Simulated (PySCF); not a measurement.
# A diatomic session: HF

An exercise on one series of results from a longer session: the logs are not shown, and one member is left open.

Method: H def2-TZVP, F def2-TZVP, no relativity; program: PySCF 2.14.0.

Set-up of the first run:

Settings of the job:

```
atoms                         : H, F
charge                        : 0
basis                         : H def2-TZVP, F def2-TZVP
Hamiltonian                   : no relativity
basis functions               : 37
electrons treated             : 10
masses in u                   : 1.0078, 18.9984
levels                        : PBE0, PBE, r²SCAN, MN15, B2PLYP, revPBE, HSE06, HF, MP2, SCS-MP2, CCSD, CCSD(T)
grid                          : 80 radial by 434 angular points
occupations                   : held fixed by the projection of orbital angular momentum
dissociation limit            : H + F, each in its ground configuration
starting distance in angstrom : 0.935
values of 2S to try           : 0, 2
```

Launch:

```
$ OMP_NUM_THREADS=1 python dia.py task.json out
```

Among the steps run: The job; PBE0 along the bond; PBE (GGA); r²SCAN; MN15 (hybrid meta-GGA); B2PLYP; revPBE (GGA); HSE06 (range-separated hybrid); RHF (mean field); Correlated methods on the Hartree–Fock reference.

One table of the session follows, with a row left open; its other results are not shown here.

It belongs to the step «The curves together». Energy (eV) from each level's lowest point:

```
R (Å)    RHF  RHF-MP2  RHF-SCS-MP2  RHF-CCSD  RHF-CCSD(T)
0.792  0.535    0.709        0.710       n/a          n/a
0.829  0.210    0.331        0.331     0.315        0.326
0.866  0.043    0.110        0.111     0.101        0.108
0.893  0.000    0.027        0.027     0.022        0.025
0.921  0.013    0.000        0.000     0.000        0.000
0.949  0.073    0.020        0.019     0.025        0.021
0.986  0.209    0.105        0.103     0.115        0.106
1.032      ?        ?            ?         ?            ?
1.087  0.810    0.566        0.560     0.590        0.566
1.161  1.362    1.020        1.010       n/a          n/a
```

Q: Estimate the row for R (Å) = 1.032 from the others.

Worked estimate for «RHF». A straight line through the neighbours (0.986, 0.209) and (1.087, 0.810) gives 0.209 + (0.810 − 0.209) × (1.032 − 0.986) / (1.087 − 0.986) = 0.483; a parabola fitted to 4 rows on both sides gives 0.459.

The run gave: RHF: 0.450; RHF-MP2: 0.281; RHF-SCS-MP2: 0.278; RHF-CCSD: 0.298; RHF-CCSD(T): 0.283. In «RHF» the line misses by +0.033 and the parabola by +0.009.
